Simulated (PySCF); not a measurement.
## Structure from 2D NMR

Compound of formula C5H9F. Correlations simulated from computed shifts and couplings:

HSQC (one-bond C–H):
```
  δH     δC  ¹J(C,H) (Hz)
6.00  124.0           160
5.01   88.9           153
1.91   16.1           132
1.61   13.0           132
```

COSY cross peaks (|J| ≥ 2 Hz):
```
  δH    δH  abs. J (Hz)  bonds
6.00  5.01          2.7      4
6.00  1.91          8.0      3
6.00  1.61          2.0      4
5.01  1.91          2.6      5
```

HMBC (two and three bonds, |J| ≥ 2.5 Hz):
```
  δH                     δC [abs. J in Hz]
6.00    88.9 [7.0], 16.1 [4.5], 13.0 [8.7]
5.01              136.5 [3.8], 124.0 [4.2]
1.91              136.5 [6.2], 124.0 [6.7]
1.61  136.5 [6.1], 124.0 [5.6], 88.9 [6.7]
```

Carbons without hydrogens: δ 136.5.

[PySCF 2.14: PBE0/pcSseg-1 with gauge-including orbitals; spin–spin couplings from B3LYP/pcJ-1 (spin–dipole term only in couplings to heteroatoms); GFN2-xTB geometry; in vacuum; no relativistic terms; equivalent nuclei averaged; one computed conformer]

References, each an isolated molecule treated in the same way: TMS for ¹H (σ = 31.72 ppm) and ¹³C (σ = 186.93 ppm).

Exchangeable hydrogens are left out of these lists, and C,H couplings along chains are those of one rotamer, so weak HMBC peaks may be missing or extra.

Work out the connectivity.

Answers

`C/C=C(\C)CF`.

Atom-mapped SMILES (the numbers label the heavy atoms): `[CH3:1]/[CH:2]=[C:3](\[CH3:4])[CH2:5][F:6]`. Each H is labelled by its parent atom.

1. δC 136.5 is C3, a fully substituted alkene carbon.
2. δC 124.0 is C2, an alkene CH (δH 6.00).
3. δC 88.9 is C5, an allylic sp3 CH2 bonded to F (δH 5.01).
4. δC 16.1 is C1, an allylic methyl carbon (δH 1.91).
5. δC 13.0 is C4, an allylic methyl carbon (δH 1.61).
6. HMBC from δH 5.01 reaches the proton-free carbon C3.
7. HMBC from δH 1.91 reaches the proton-free carbon C3.
8. HMBC from δH 1.61 reaches the proton-free carbon C3.
9. COSY links 6.00–5.01, 6.00–1.91, 6.00–1.61, 5.01–1.91.

The data come from this structure; uniqueness wasn't tested.

Common functionals overestimate the size of one-bond C–F couplings by tens of Hz; these are unscaled. Unscaled 3J(H,H) at this level run about 10 % above measured values. Shifts are as computed. Against solution values, carbons near 30 ppm lie about +3 ppm off and those near 130 ppm about +5 ppm. Of 1211 compounds with measured shifts, 218 miss one by over three times the rms of a fit or turn the order of signals round; such compounds aren't used in these exercises.
